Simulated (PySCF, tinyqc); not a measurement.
FCI on RHF in the sto-3g basis, frozen core, for LiH, spin multiplicity 1, step by step. The lowest restricted solution is unstable here: a spin-polarised one lies 0.0012 hartree lower (PySCF). Computed by tinyqc, a small Python program that keeps every step (integrals from PySCF). Settings: charge = 0, multiplicity = 1, basis = sto-3g, method = RHF, frozen orbitals = 1, energy threshold = 1e-10, iteration cap = 68, orthogonalisation = symmetric, start = atomic densities, DIIS depth = 6, ci = FCI, davidson = 1. Command: `OMP_NUM_THREADS=1 python tinyqc.py 27047 27048 out.jsonl` (the two numbers bound the seeds that draw the settings). One thread of a shared host (Intel(R) Xeon(R) Processor @ 2.60GHz), about 0.2 s of CPU time with the checks. The early iterations of the SCF are left out here.

## One-electron integrals

Geometry (angstrom):
```
atom         x         y         z
Li    0.000000  0.000000  0.000000
H     0.000000  0.000000  2.110000
```

Basis sto-3g: exponents (1/bohr^2) and contraction coefficients of normalised primitives:
```
element  l (shell)   exponent  coefficient
Li           s (1)  16.119575     0.154329
Li           s (1)   2.936201     0.535328
Li           s (1)   0.794651     0.444635
Li           s (2)   0.636290    -0.099967
Li           s (2)   0.147860     0.399513
Li           s (2)   0.048089     0.700115
Li           p (3)   0.636290     0.155916
Li           p (3)   0.147860     0.607684
Li           p (3)   0.048089     0.391957
H            s (1)   3.425251     0.154329
H            s (1)   0.623914     0.535328
H            s (1)   0.168855     0.444635
```

Overlap, kinetic and nuclear-attraction integrals over the contracted functions; the nuclear repulsion is the sum of Za Zb / Rab.

nuclear repulsion = 0.75238466 hartree

overlap S, order 1Li 1s, 1Li 2s, 1Li 2px, 1Li 2py, 1Li 2pz, 2H 1s:
```
[[1.000000, 0.241137, 0.000000, 0.000000, 0.000000, 0.021467],
 [0.241137, 1.000000, 0.000000, 0.000000, 0.000000, 0.274194],
 [0.000000, 0.000000, 1.000000, 0.000000, 0.000000, 0.000000],
 [0.000000, 0.000000, 0.000000, 1.000000, 0.000000, 0.000000],
 [0.000000, 0.000000, 0.000000, 0.000000, 1.000000, 0.393722],
 [0.021467, 0.274194, 0.000000, 0.000000, 0.393722, 1.000000]]
```

kinetic energy T (hartree), order 1Li 1s, 1Li 2s, 1Li 2px, 1Li 2py, 1Li 2pz, 2H 1s:
```
[[3.576786, -0.020237, 0.000000, 0.000000, 0.000000, -0.007898],
 [-0.020237, 0.102163, 0.000000, 0.000000, 0.000000, 0.014960],
 [0.000000, 0.000000, 0.319682, 0.000000, 0.000000, 0.000000],
 [0.000000, 0.000000, 0.000000, 0.319682, 0.000000, 0.000000],
 [0.000000, 0.000000, 0.000000, 0.000000, 0.319682, 0.060189],
 [-0.007898, 0.014960, 0.000000, 0.000000, 0.060189, 0.760032]]
```

nuclear attraction V (hartree), order 1Li 1s, 1Li 2s, 1Li 2px, 1Li 2py, 1Li 2pz, 2H 1s:
```
[[-8.233676, -1.024819, 0.000000, 0.000000, -0.009261, -0.087861],
 [-1.024819, -1.446349, 0.000000, 0.000000, -0.092758, -0.439790],
 [0.000000, 0.000000, -1.413050, 0.000000, 0.000000, 0.000000],
 [0.000000, 0.000000, 0.000000, -1.413050, 0.000000, 0.000000],
 [-0.009261, -0.092758, 0.000000, 0.000000, -1.484122, -0.638428],
 [-0.087861, -0.439790, 0.000000, 0.000000, -0.638428, -1.978842]]
```

core Hamiltonian H = T + V (hartree), order 1Li 1s, 1Li 2s, 1Li 2px, 1Li 2py, 1Li 2pz, 2H 1s:
```
[[-4.656890, -1.045056, 0.000000, 0.000000, -0.009261, -0.095759],
 [-1.045056, -1.344186, 0.000000, 0.000000, -0.092758, -0.424829],
 [0.000000, 0.000000, -1.093369, 0.000000, 0.000000, 0.000000],
 [0.000000, 0.000000, 0.000000, -1.093369, 0.000000, 0.000000],
 [-0.009261, -0.092758, 0.000000, 0.000000, -1.164440, -0.578239],
 [-0.095759, -0.424829, 0.000000, 0.000000, -0.578239, -1.218810]]
```

## Two-electron integrals

Functions are numbered as in S; the eight-fold symmetry (ij|kl) = (ji|kl) = (kl|ij) leaves the list below.

Two-electron integrals (ij|kl) in chemists' order, unique and non-zero (hartree):
```
(11|11) 1.680395   (21|11) 0.265420   (21|21) 0.049941   (22|11) 0.397727
(22|21) 0.092860   (22|22) 0.290562   (31|31) 0.008981   (32|31) 0.013788
(32|32) 0.064184   (33|11) 0.396640   (33|21) 0.092880   (33|22) 0.290497
(33|33) 0.312946   (41|41) 0.008981   (42|41) 0.013788   (42|42) 0.064184
(43|43) 0.016869   (44|11) 0.396640   (44|21) 0.092880   (44|22) 0.290497
(44|33) 0.279207   (44|44) 0.312946   (51|51) 0.008981   (52|51) 0.013788
(52|52) 0.064184   (53|53) 0.016869   (54|54) 0.016869   (55|11) 0.396640
(55|21) 0.092880   (55|22) 0.290497   (55|33) 0.279207   (55|44) 0.279207
(55|55) 0.312946   (61|11) 0.022530   (61|21) 0.004284   (61|22) 0.008193
(61|33) 0.008094   (61|44) 0.008094   (61|51) 0.000553   (61|52) 0.001078
(61|55) 0.008395   (61|61) 0.000408   (62|11) 0.085152   (62|21) 0.020275
(62|22) 0.071535   (62|33) 0.067401   (62|44) 0.067401   (62|51) 0.003145
(62|52) 0.022477   (62|55) 0.079738   (62|61) 0.002115   (62|62) 0.034304
(63|31) 0.001241   (63|32) 0.006642   (63|53) 0.003049   (63|63) 0.001864
(64|41) 0.001241   (64|42) 0.006642   (64|54) 0.003049   (64|64) 0.001864
(65|11) 0.115737   (65|21) 0.027738   (65|22) 0.100596   (65|33) 0.093673
(65|44) 0.093673   (65|51) 0.004834   (65|52) 0.034688   (65|55) 0.114348
(65|61) 0.002960   (65|62) 0.051812   (65|65) 0.078777   (66|11) 0.250706
(66|21) 0.060416   (66|22) 0.235273   (66|33) 0.215337   (66|44) 0.215337
(66|51) 0.009179   (66|52) 0.085770   (66|55) 0.275039   (66|61) 0.006379
(66|62) 0.147816   (66|65) 0.229529   (66|66) 0.774606
```

## Orthogonalisation

S = U s U^T; symmetric (Loewdin) form X = U s^(-1/2) U^T, so that X^T S X = 1.

eigenvalues of S: [0.503486, 0.804609, 1.000000, 1.000000, 1.182332, 1.509573]

X, order 1Li 1s, 1Li 2s, 1Li 2px, 1Li 2py, 1Li 2pz, 2H 1s:
```
[[1.023444, -0.129817, 0.000000, 0.000000, -0.006471, 0.018218],
 [-0.129817, 1.058888, 0.000000, 0.000000, 0.050388, -0.165445],
 [0.000000, 0.000000, 1.000000, 0.000000, 0.000000, 0.000000],
 [0.000000, 0.000000, 0.000000, 1.000000, 0.000000, 0.000000],
 [-0.006471, 0.050388, 0.000000, 0.000000, 1.070318, -0.231875],
 [0.018218, -0.165445, 0.000000, 0.000000, -0.231875, 1.105056]]
```

## Starting guess

The start is atomic minimal-basis densities projected into this basis (PySCF's MINAO start) and scaled to the electron count of each spin; this density is not idempotent, so its energy is not variational and may lie below the converged one.

D at the start, order 1Li 1s, 1Li 2s, 1Li 2px, 1Li 2py, 1Li 2pz, 2H 1s:
```
[[2.074998, -0.223450, 0.000000, 0.000000, 0.005539, -0.020953],
 [-0.223450, 1.016640, 0.000000, 0.000000, -0.006219, 0.096643],
 [0.000000, 0.000000, 0.000000, 0.000000, 0.000000, 0.000000],
 [0.000000, 0.000000, 0.000000, 0.000000, 0.000000, 0.000000],
 [0.005539, -0.006219, 0.000000, 0.000000, 0.003307, 0.053852],
 [-0.020953, 0.096643, 0.000000, 0.000000, 0.053852, 0.918316]]
```

## Iteration 8 (converged): orbitals

converged F (hartree), order 1Li 1s, 1Li 2s, 1Li 2px, 1Li 2py, 1Li 2pz, 2H 1s:
```
[[-2.362434, -0.642382, 0.000000, 0.000000, 0.014185, -0.059307],
 [-0.642382, -0.210335, 0.000000, 0.000000, -0.066621, -0.202287],
 [0.000000, 0.000000, 0.161035, 0.000000, 0.000000, 0.000000],
 [0.000000, 0.000000, 0.000000, 0.161035, 0.000000, 0.000000],
 [0.014185, -0.066621, 0.000000, 0.000000, 0.051815, -0.197008],
 [-0.059307, -0.202287, 0.000000, 0.000000, -0.197008, -0.083398]]
```

Diagonalise F' = X^T F X, C = X C', fill 2 alpha and 2 beta electrons from the bottom; D = 2 C_occ C_occ^T. Each column has its largest component positive (the first on a tie).

F' = X^T F X (hartree):
```
[[-2.308887, -0.360783, 0.000000, 0.000000, 0.011835, 0.019455],
 [-0.360783, -0.036876, 0.000000, 0.000000, 0.004035, -0.203838],
 [0.000000, 0.000000, 0.161035, 0.000000, 0.000000, 0.000000],
 [0.000000, 0.000000, 0.000000, 0.161035, 0.000000, 0.000000],
 [0.011835, 0.004035, 0.000000, 0.000000, 0.149614, -0.239817],
 [0.019455, -0.203838, 0.000000, 0.000000, -0.239817, 0.065583]]
```

orbital energies (hartree): [-2.364911, -0.240619, 0.071602, 0.161035, 0.161035, 0.403362]

coefficients C, order 1Li 1s, 1Li 2s, 1Li 2px, 1Li 2py, 1Li 2pz, 2H 1s:
```
[[0.991468, -0.149618, -0.215024, 0.000000, 0.000000, 0.114170],
 [0.033329, 0.496383, 0.798905, 0.000000, 0.000000, -0.531273],
 [0.000000, 0.000000, 0.000000, 0.996613, 0.082229, 0.000000],
 [0.000000, 0.000000, 0.000000, -0.082229, 0.996613, 0.000000],
 [-0.004487, 0.327283, -0.593049, 0.000000, 0.000000, -0.862025],
 [-0.001363, 0.591733, -0.197780, 0.000000, 0.000000, 0.955695]]
```

D after iteration 8, order 1Li 1s, 1Li 2s, 1Li 2px, 1Li 2py, 1Li 2pz, 2H 1s:
```
[[2.010789, -0.082447, 0.000000, 0.000000, -0.106832, -0.179770],
 [-0.082447, 0.495014, 0.000000, 0.000000, 0.324616, 0.587361],
 [0.000000, 0.000000, 0.000000, 0.000000, 0.000000, 0.000000],
 [0.000000, 0.000000, 0.000000, 0.000000, 0.000000, 0.000000],
 [-0.106832, 0.324616, 0.000000, 0.000000, 0.214268, 0.387340],
 [-0.179770, 0.587361, 0.000000, 0.000000, 0.387340, 0.700299]]
```

Within a degenerate level the vectors are fixed only up to a rotation; this is one choice.

## Convergence

Stop when the energy changes by less than 1e-10 hartree and every element of the error matrix X^T (F D S - S D F) X is below 3e-06.

Course of the cycle:
```
iteration  E (hartree)     change  largest element of the error matrix
1          -7.63287790          -                             1.04e-01
2          -7.80745719  -1.75e-01                             7.89e-02
3          -7.81655792  -9.10e-03                             3.12e-02
4          -7.81840855  -1.85e-03                             5.72e-03
5          -7.81861364  -2.05e-04                             8.13e-04
6          -7.81861732  -3.67e-06                             5.75e-05
7          -7.81861733  -1.67e-08                             8.73e-07
8          -7.81861733  -5.40e-12                             2.18e-08
```

PySCF RHF in the same basis = -7.81861733 hartree

Converged in 8 iterations.

## Populations, bond orders and dipole

Mulliken: Z minus the diagonal of D S on the atom; Loewdin: the same with S^(1/2) D S^(1/2); Mayer order: 2 sum_s sum (D(s) S)_ij (D(s) S)_ji over the two atoms.

Charges (e):
```
atom   Mulliken    Loewdin
1Li    0.009995   0.008030
2H    -0.009995  -0.008030
```

Mayer bond orders:
```
pair     order
2-1   0.999900
```

dipole moment about the origin, x y z (debye): [0.000000, 0.000000, -5.051246]

## Integrals over molecular orbitals

(pq|rs) = sum C_ip C_jq C_kr C_ls (ij|kl), one index at a time.

one-electron integrals over orbitals h = C^T H C (hartree):
```
[[-4.647949, 0.095838, 0.161926, 0.000000, 0.000000, -0.052158],
 [0.095838, -1.317523, 0.015695, 0.000000, 0.000000, 0.038608],
 [0.161926, 0.015695, -1.095415, 0.000000, 0.000000, 0.020780],
 [0.000000, 0.000000, 0.000000, -1.093369, 0.000000, 0.000000],
 [0.000000, 0.000000, 0.000000, 0.000000, -1.093369, 0.000000],
 [-0.052158, 0.038608, 0.020780, 0.000000, 0.000000, -1.011695]]
```

Two-electron integrals over orbitals (pq|rs), unique and non-zero (hartree); the lowest 1 orbital is frozen and left out:
```
(22|22) 0.453113    (32|22) -0.058837   (32|32) 0.020820    (33|22) 0.213424
(33|32) 0.014142    (33|33) 0.329242    (42|42) 0.021291    (43|42) 0.020229
(43|43) 0.041371    (44|22) 0.246411    (44|32) 0.013071    (44|33) 0.279823
(44|44) 0.312946    (52|52) 0.021291    (53|52) 0.020229    (53|53) 0.041371
(54|54) 0.016869    (55|22) 0.246411    (55|32) 0.013071    (55|33) 0.279823
(55|44) 0.279207    (55|55) 0.312946    (62|22) 0.108716    (62|32) -0.043725
(62|33) -0.018599   (62|44) -0.036039   (62|55) -0.036039   (62|62) 0.130320
(63|22) -0.057363   (63|32) 0.016893    (63|33) 0.036615    (63|44) 0.007658
(63|55) 0.007658    (63|62) -0.038830   (63|63) 0.030769    (64|42) -0.018540
(64|43) -0.012080   (64|64) 0.019301    (65|52) -0.018540   (65|53) -0.012080
(65|65) 0.019301    (66|22) 0.425026    (66|32) -0.048946   (66|33) 0.238717
(66|44) 0.259031    (66|55) 0.259031    (66|62) 0.100333    (66|63) -0.046417
(66|66) 0.421255
```

## FCI: determinants and Hamiltonian

one-electron integrals dressed by the frozen orbital, h + 2 (pq|11) - (p1|1q) (hartree), order 2, 3, 4, 5, 6:
```
[[-0.693733, 0.058837, 0.000000, 0.000000, -0.108716],
 [0.058837, -0.334427, 0.000000, 0.000000, 0.071001],
 [0.000000, 0.000000, -0.310495, 0.000000, 0.000000],
 [0.000000, 0.000000, 0.000000, -0.310495, 0.000000],
 [-0.108716, 0.071001, 0.000000, 0.000000, -0.316370]]
```

energy of the frozen orbital, 2 h_11 + (11|11) = -7.63665022 hartree

Hartree-Fock energy = -7.81861733 hartree

Slater-Condon rules over spin orbitals, with the nuclear repulsion and the energy of the frozen orbital added and E(HF) subtracted on the diagonal. Only determinants linked to the reference directly or through others are kept (one block of an abelian symmetry group), so some states are absent.

Occupation strings over the orbitals (2 doubly, a alpha, b beta, 0 empty; spin orbitals ordered 1a 1b 2a 2b ...): 220000 2ab000 2a000b 2ba000 2b000a 202000 20a00b 200200 200020 20b00a 200002

H - E(HF) between determinants (hartree), order 220000, 2ab000, 2a000b, 2ba000, 2b000a, 202000, 20a00b, 200200, 200020, 20b00a, 200002:
```
[[0.000000, 0.000000, 0.000000, 0.000000, 0.000000, 0.020820, -0.043725, 0.021291, 0.021291, 0.043725, 0.130320],
 [0.000000, 0.119617, 0.013638, -0.020820, 0.043725, 0.072980, 0.016893, 0.020229, 0.020229, 0.127316, -0.038830],
 [0.000000, 0.013638, 0.349275, 0.043725, -0.130320, 0.016893, 0.009891, -0.018540, -0.018540, 0.038830, -0.008383],
 [0.000000, -0.020820, 0.043725, 0.119617, 0.013638, -0.072980, 0.127316, -0.020229, -0.020229, 0.016893, 0.038830],
 [0.000000, 0.043725, -0.130320, 0.013638, 0.349275, -0.016893, 0.038830, 0.018540, 0.018540, 0.009891, 0.008383],
 [0.020820, 0.072980, 0.016893, -0.072980, -0.016893, 0.594740, 0.107616, 0.041371, 0.041371, -0.107616, 0.030769],
 [-0.043725, 0.016893, 0.009891, 0.127316, 0.038830, 0.107616, 0.522272, -0.012080, -0.012080, -0.030769, 0.024584],
 [0.021291, 0.020229, -0.018540, -0.020229, 0.018540, 0.041371, -0.012080, 0.626306, 0.016869, 0.012080, 0.019301],
 [0.021291, 0.020229, -0.018540, -0.020229, 0.018540, 0.041371, -0.012080, 0.016869, 0.626306, 0.012080, 0.019301],
 [0.043725, 0.127316, 0.038830, 0.016893, 0.009891, -0.107616, -0.030769, 0.012080, 0.012080, 0.522272, -0.024584],
 [0.130320, -0.038830, -0.008383, 0.038830, 0.008383, 0.030769, 0.024584, 0.019301, 0.019301, -0.024584, 0.722866]]
```

## FCI: roots

Diagonalise (each vector has its largest component positive (the first on a tie)); all determinants have Ms = 0, so triplets appear too. The lowest singlet root is the correlation energy.

lowest roots of this matrix, relative to E(HF) (hartree): [-0.033803, 0.042338, 0.067940, 0.215641, 0.435808, 0.506498, 0.551276, 0.609437]

lowest vectors, order 220000, 2ab000, 2a000b, 2ba000, 2b000a, 202000, 20a00b, 200200, 200020, 20b00a, 200002:
```
[[0.967745, 0.000000, -0.133500, 0.000000],
 [0.066876, 0.660498, 0.641140, 0.112016],
 [0.008027, -0.160835, 0.071785, 0.675159],
 [-0.066876, 0.660498, -0.641140, 0.112016],
 [-0.008027, -0.160835, -0.071785, 0.675159],
 [-0.073034, 0.000000, -0.258543, 0.000000],
 [0.104408, -0.194614, 0.189705, -0.177801],
 [-0.021174, 0.000000, -0.012422, 0.000000],
 [-0.021174, 0.000000, -0.012422, 0.000000],
 [-0.104408, -0.194614, -0.189705, -0.177801],
 [-0.162367, 0.000000, 0.103064, 0.000000]]
```

<S^2> of these roots: [0.000000, 2.000000, 0.000000, 2.000000, 0.000000, 0.000000, 2.000000, 0.000000]

weight of the ground state by excitation level 0, 1, 2, ...: [0.936531, 0.009074, 0.054396]

## The lowest root by the Davidson method

Start from the reference; add the residual divided by (theta - H_ii), orthogonalised, at each step.

Davidson iterations:
```
iteration  subspace  lowest Ritz value (hartree)  residual norm
1                 1                            0       1.49e-01
2                 2                  -0.03232951       1.69e-02
3                 3                  -0.03337900       1.41e-02
4                 4                  -0.03377547       3.48e-03
5                 5                  -0.03380258       4.51e-05
6                 6                  -0.03380258       1.11e-06
7                 7                  -0.03380258       7.05e-17
```
